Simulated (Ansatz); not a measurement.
# Eu (Eu, bcc): the cost of one run

Program: Ansatz 0.2.0. Level of theory: DFT PBE, plane waves (420 eV) with PAW, scalar-relativistic. These are calculated values, not measurements.

**1. The system as given**

It takes space group Im-3m (No. 229, cubic). Conventional cell: a = 4.551 Å, b = 4.551 Å, c = 4.551 Å, α = 90.00°, β = 90.00°, γ = 90.00°. Eu (site symmetry m-3m) is surrounded by 8 Eu at 3.94 Å.

Structure file:

```cif
data_structure
_symmetry_space_group_name_H-M 'P 1'
_symmetry_Int_Tables_number 1
_cell_length_a 3.9413
_cell_length_b 3.9413
_cell_length_c 3.9413
_cell_angle_alpha 109.471
_cell_angle_beta 109.471
_cell_angle_gamma 109.471
_cell_volume 47.13
loop_
_atom_site_label
_atom_site_type_symbol
_atom_site_fract_x
_atom_site_fract_y
_atom_site_fract_z
_atom_site_occupancy
Eu1 Eu 0.00000 0.00000 0.00000 1
```

The atoms start with moments of +7 μB.

**2. Relaxing cell and atoms**

input.yaml reads:

```yaml
crystal:
  lattice:
    - [-2.2755, 2.2755, 2.2755]
    - [2.2755, -2.2755, 2.2755]
    - [2.2755, 2.2755, -2.2755]
  atoms:
    - { symbol: Eu, position: [0.0, 0.0, 0.0], spin: 7.0 }
hamiltonian:
  xc: pbe
  pseudopotentials:
    kind: paw
    azcp:
      Eu: "pseudopotentials/Eu.paw.azcp"
basis:
  ecutwfc: 420
  fft_grid_basis: typed
kpoints:
  mp_grid: { grid: [10, 10, 10], shift: [0, 0, 0] }
magnetization:
  spin_polarized: true
scf:
  occupations: { method: fermi_dirac, width: 0.05 }
relax:
  max_steps: 60
  f_tol: 0.01
  cell: {}
```

**Question.** How long does this run take on 4 threads of an Arm CPU, shared host, and how much memory does it need?

About 11 s, with a peak of 0.36 GiB.
